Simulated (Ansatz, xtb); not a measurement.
# Ranking isomers of C4H7P

5 gas-phase structures of C4H7P, from a drawn sample of its isomers (lower ones may exist). Each was relaxed with GFN2-xTB; where two conformers were screened, the lower at r2SCAN-D4/def2-SVP is listed:

A. `C=PC1CC1`, a singlet
B. `CC(C)C#P`, a singlet
C. `CCCC#P`, a singlet
D. `[H]/P=C(/C)C=C`, a singlet
E. `C1=CCPC1`, a singlet

Make a reasoned guess at their ranking by r2SCAN-D4/def2-SVP single-point energy.

Calculated order at r2SCAN-D4/def2-SVP: E (0.000), B (0.533), C (0.554), D (0.675), A (1.125) eV. Less than 1 kcal/mol parts B and C, so the order within that pair means little.

Energies above the lowest of each column, in eV; the last columns are at B3LYP-D3(BJ)/def2-SVP geometries and were run for some of them only (a dash: not run or not comparable):

```tsv
structure	GFN2-xTB	HF/STO-3G	r2SCAN-D4/def2-SVP	B3LYP-D3(BJ)/def2-SVP	CCSD(T)/def2-SVP + ΔMP2/def2-TZVPP
E	0.000	0.000	0.000	0.000	0.000
B	0.775	1.666	0.533	0.547	0.397
C	0.816	1.668	0.554	0.556	0.451
D	0.963	2.409	0.675	0.617	–
A	1.189	2.201	1.125	–	–
```

Every level run on E puts it lowest or level with the lowest. Flexible structures stand in one conformer each, not always the lowest. Frequencies (B3LYP-D3(BJ)/def2-SVP) were run for B, C, E alone. The ΔMP2 step shifts differences by up to 0.176 eV, which makes them less sure. ΔMP2 is the change of the MP2 energy from the smaller to the larger basis.

Over these structures GFN2-xTB departs from r2SCAN-D4/def2-SVP by 0.112 eV on average once a common shift is removed. A GFN2-xTB relaxation took about 0.046 s and the r2SCAN-D4/def2-SVP energy about 1.9 s on a shared host (Ansatz 0.2.0, xtb 6.7.1).
